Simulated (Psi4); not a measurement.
**UPBE/aug-cc-pVTZ run of OH (SMILES [OH])**

What is the vertical doublet–quartet gap of OH at UPBE/aug-cc-pVTZ? Input form: an ASE script.

The results are computed with Psi4 1.11.

**1. The system as given**

OH has 2 atoms, charge 0, and is taken as a doublet. As SMILES, `[OH]`. Geometry: relaxed at PBE0-D4/def2-TZVP.

Bond lengths: O1–H2 0.973 Å.

**2. Energy and forces at UPBE/aug-cc-pVTZ**

File run.py:

```python
import numpy as np
from ase.calculators.psi4 import Psi4
from ase import Atoms

mol = Atoms(['O', 'H'], positions=[
    [0.415880, -0.133150, 0.214550],
    [-0.415880, 0.133150, -0.214550],
])
calc = Psi4(atoms=mol, method='pbe', basis='aug-cc-pVTZ', memory='2200MB', num_threads=1, charge=0, multiplicity=2, label='psi4-calc', reference='uks')
calc.psi4.set_options({'puream': True, 'e_convergence': 1e-09, 'd_convergence': 1e-08, 'scf_type': 'pk', 'dft_radial_points': 99, 'dft_spherical_points': 590, 'maxiter': 100})
mol.calc = calc

forces = mol.get_forces()
print(f'energy: {mol.get_potential_energy():.6f} eV')
print('forces / eV A^-1')
print(np.round(forces, 5))
```

The run is started by

```console
python run.py
```

psi4-calc.dat:

```text
[...]
  Running in c1 symmetry.
[...]
  Nuclear repulsion =    4.350574239688279
[...]
  Multiplicity = 2
[...]
  Nalpha       = 5
  Nbeta        = 4
[...]
    Number of basis functions: 69
[...]
   @UKS iter   1:   -75.61167949839314   -2.75498e-01   6.40152e-03 DIIS/ADIIS
[...]
   @UKS iter  10:   -75.68246775090500   -2.70006e-13   1.24936e-09 DIIS
[...]
   @S^2 Observed:                7.523184687E-01
[...]
    Orbital Energies [Eh]
    ---------------------
    Alpha Occupied:
       1A    -18.832964     2A     -0.935645     3A     -0.429886
       4A     -0.367096     5A     -0.294068
    Alpha Virtual:
       6A     -0.029667     7A      0.065269     8A      0.080737
       9A      0.088945    10A      0.100969    11A      0.167408
      12A      0.186713    13A      0.191176    14A      0.300021
      15A      0.465255    16A      0.470035    17A      0.481563
      18A      0.563647    19A      0.576438    20A      0.655978
      21A      0.683862    22A      0.707935    23A      0.730376
      24A      0.789676    25A      0.790243    26A      0.808598
[...]
  @UKS Final Energy:   -75.68246775090500
   => Energetics <=
    Nuclear Repulsion Energy =              4.3505742396882789
    One-Electron Energy =                -112.5590571225759362
    Two-Electron Energy =                  41.3152999933188738
    DFT Exchange-Correlation Energy =      -8.7892848613362204
    Empirical Dispersion Energy =           0.0000000000000000
    VV10 Nonlocal Energy =                  0.0000000000000000
    Total Energy =                        -75.6824677509050048
[...]
 Multipole Moments:
 ------------------------------------------------------------------------------------
     Multipole            Electronic (a.u.)      Nuclear  (a.u.)        Total (a.u.)
 ------------------------------------------------------------------------------------
 L = 1.  Multiply by 2.5417464519 to convert [e a0] to [Debye]
 Dipole X            :          0.1961648           -0.7332936           -0.5371289
 Dipole Y            :         -0.0628050            0.2347746            0.1719696
 Dipole Z            :          0.1012002           -0.3783018           -0.2771016
 Magnitude           :                                                    0.6283838
[...]
  -Total Gradient:
     Atom            X                  Y                   Z
    ------   -----------------  -----------------  -----------------
       1       -0.008840059232     0.002830272884    -0.004560533587
       2        0.008840159106    -0.002830304859     0.004560585111
[...]
```

Standard output:

```text
energy: -2059.424845 eV
forces / eV A^-1
[[ 0.45457 -0.14554  0.23451]
 [-0.45458  0.14554 -0.23451]]
```

It took 5.7 s on 1 thread of Intel Xeon 6975P-C (Granite Rapids), shared host; peak memory 0.51 GiB.

**3. The quartet: a single-point energy at UPBE/aug-cc-pVTZ**

File ho.xyz:

```xyz
2
HO
O      0.415880    -0.133150     0.214550
H     -0.415880     0.133150    -0.214550
```

File ho_ase.py:

```python
import numpy as np
from ase.calculators.psi4 import Psi4
from ase.io import read

atoms = read('ho.xyz')
calc = Psi4(atoms=atoms, method='pbe', basis='aug-cc-pVTZ', memory='2200MB', num_threads=1, charge=0, multiplicity=4, label='psi4-calc', reference='uks')
calc.psi4.set_options({'puream': True, 'e_convergence': 1e-09, 'd_convergence': 1e-08, 'scf_type': 'pk', 'dft_radial_points': 99, 'dft_spherical_points': 590, 'maxiter': 100})
atoms.calc = calc

print(f'energy: {atoms.get_potential_energy():.6f} eV')
```

The run is started by

```console
python ho_ase.py
```

psi4-calc.dat:

```text
[...]
  Running in c1 symmetry.
[...]
  Nuclear repulsion =    4.350574239688279
[...]
  Multiplicity = 4
[...]
  Nalpha       = 6
  Nbeta        = 3
[...]
    Number of basis functions: 69
[...]
   @UKS iter   1:   -75.39566472572879   -5.94834e-02   2.08186e-03 ADIIS/DIIS
[...]
   @UKS iter   9:   -75.40525417344374   -6.19593e-12   3.60021e-09 DIIS
[...]
   @S^2 Observed:                3.752293879E+00
[...]
    Orbital Energies [Eh]
    ---------------------
    Alpha Occupied:
       1A    -19.116407     2A     -1.176520     3A     -0.633767
       4A     -0.590814     5A     -0.590814     6A     -0.101919
    Alpha Virtual:
       7A     -0.002839     8A      0.017538     9A      0.017538
      10A      0.037319    11A      0.100911    12A      0.128355
      13A      0.128355    14A      0.232489    15A      0.366288
      16A      0.366288    17A      0.388990    18A      0.469972
      19A      0.469972    20A      0.542910    21A      0.542910
      22A      0.604962    23A      0.618208    24A      0.712531
      25A      0.712531    26A      0.734640    27A      0.734640
[...]
  @UKS Final Energy:   -75.40525417344374
   => Energetics <=
    Nuclear Repulsion Energy =              4.3505742396882789
    One-Electron Energy =                -110.4405445904844214
    Two-Electron Energy =                  39.3358055462830052
    DFT Exchange-Correlation Energy =      -8.6510893689306130
    Empirical Dispersion Energy =           0.0000000000000000
    VV10 Nonlocal Energy =                  0.0000000000000000
    Total Energy =                        -75.4052541734437369
[...]
 Multipole Moments:
 ------------------------------------------------------------------------------------
     Multipole            Electronic (a.u.)      Nuclear  (a.u.)        Total (a.u.)
 ------------------------------------------------------------------------------------
 L = 1.  Multiply by 2.5417464519 to convert [e a0] to [Debye]
 Dipole X            :          1.6501020           -0.7332936            0.9168084
 Dipole Y            :         -0.5283040            0.2347746           -0.2935295
 Dipole Z            :          0.8512777           -0.3783018            0.4729759
 Magnitude           :                                                    1.0725686
[...]
```

Standard output:

```text
energy: -2051.881480 eV
```

Wall time 4.5 s (1 thread of Intel Xeon 6975P-C (Granite Rapids), shared host); peak memory 0.51 GiB.

**4. Summary of results**

At UPBE/aug-cc-pVTZ:

| quantity | value |
| --- | --- |
| doublet: total energy | -75.68247 Eh |
| doublet: dipole moment | 1.60 D |
| doublet: HOMO energy (highest over α and β) | -7.38 eV |
| doublet: LUMO energy (lowest over α and β) | -6.46 eV |
| doublet: ⟨S²⟩ | 0.752 |
| doublet: largest force on an atom | 0.532 eV/Å |
| quartet: total energy | -75.40525 Eh |
| quartet: dipole moment | 2.73 D |
| quartet: HOMO energy (highest over α and β) | -2.77 eV |
| quartet: ⟨S²⟩ | 3.752 |
| vertical energy of the quartet above the doublet | 7.543 eV |

What this shows: At this shape the quartet lies 7.54 eV (174 kcal/mol) above the doublet. The largest force (doublet) is 0.53 eV/Å: the shape isn't a stationary point for this species at this level.
